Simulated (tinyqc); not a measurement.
Orbital energy against energy difference: ionisation energy by orbital energies and by energy differences in the cc-pvdz basis, for CO, spin multiplicity 1. Computed by the program tinyqc with PySCF. The cation is unrestricted; errors are against CCSD(T) in this basis, not against experiment.

Geometry (angstrom):
```
atom,x,y,z
C,0.0000,0.0000,0.0000
O,0.0000,0.0000,1.0220
```

CCSD(T) difference in the same basis = 13.3759 eV

IP-EOM-CCSD = 13.5263 eV

First vertical ionisation energy (eV):
```
method,-e(HOMO),E(cation) - E,error of -e(HOMO),error of the difference
HF,14.5181,12.735344,1.1422,-0.6405
LDA,8.3506,13.721045,-5.0252,0.3452
PBE,8.3069,13.494512,-5.0690,0.1186
PBE0,10.1042,13.631304,-3.2717,0.2554
CAM-B3LYP,11.6730,13.865048,-1.7029,0.4892
LC-wPBE,13.2160,13.760493,-0.1599,0.3846
```

Estimate the missing row, method = B3LYP.

Computed row:
```
method  -e(HOMO)  E(cation) - E  error of -e(HOMO)  error of the difference
B3LYP     9.8125      13.802246            -3.5633                   0.4264
```

Koopmans errs by +1.14 eV and Delta-HF by -0.64 eV: relaxation, 1.78 eV, lowers the value and the missing correlation difference works against it. The PBE level is off by -5.1 eV through the wrong tail of its potential, though its energy difference is off by +0.12 eV; exact exchange deepens the level, and among the orbital energies LC-wPBE comes closest; among the differences PBE does.
